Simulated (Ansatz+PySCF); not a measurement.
The numbers below are computed, except where a source is named.
A run of PySCF 2.14.0 on doublet NO at this shape:

```xyz
2

N     0.0000    0.0000   -0.7311
O     0.0000    0.0000    0.6397
```

Its results:

```json
{
  "Converged": "yes",
  "Reference energy": "-127.46430 hartree",
  "CCSD correlation energy": "-0.18369 hartree",
  "Triples correction": "-0.01331 hartree",
  "Total energy": "-127.66131 hartree"
}
```

(1) Which input gives this output? Name the method, the orbitals and the basis set, and write the input.

Results:

(1) UHF-CCSD(T) in STO-3G.

```python
from pyscf import gto, scf, cc

mol = gto.M(atom="""
N 0.000000 0.000000 -0.731130
O 0.000000 0.000000 0.639740
""", basis='sto-3g', charge=0, spin=1)
mf = scf.UHF(mol)
mf.kernel()
mycc = cc.CCSD(mf, frozen=2).run()
et = mycc.ccsd_t()
print(mf.e_tot, mycc.e_corr, et, mycc.e_tot + et)
```

This is not the lowest solution: another run reaches a determinant 2.34 eV lower. Caution: large share of triples, a single reference is doubtful.
